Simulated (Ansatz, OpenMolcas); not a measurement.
**Worked example: vertical energy of the singlet above the triplet of SO (sulfur oxide)**

SO has 2 atoms, charge 0, and is taken as a triplet. As SMILES, `O=S`. The bond length is the measured one.

```xyz
2

O     0.0000    0.0000    0.0000
S     0.0000    0.0000    1.4811
```

Both states at this one shape; open shells run unrestricted unless said. 1 Eh = 27.2114 eV.

```tsv
level	program	triplet SO (Eh)	singlet SO (Eh)
U-r2SCAN/def2-TZVPPD	Ansatz	-473.354348	-473.299406
UTPSS/def2-TZVPPD	OpenMolcas	-473.447880	-473.401821
UM06-2X/def2-TZVPPD	OpenMolcas	-473.361076	-473.319220
```

Question: Work out the vertical gap, second state less first, at each level.

Answer: 
1. U-r2SCAN/def2-TZVPPD: -473.299406 − (-473.354348) = 0.054942 Eh = 1.50 eV.
2. UTPSS/def2-TZVPPD: -473.401821 − (-473.447880) = 0.046059 Eh = 1.25 eV.
3. UM06-2X/def2-TZVPPD: -473.319220 − (-473.361076) = 0.041856 Eh = 1.14 eV.

No measured value is set beside it here; the levels span 1.14 to 1.50 eV.
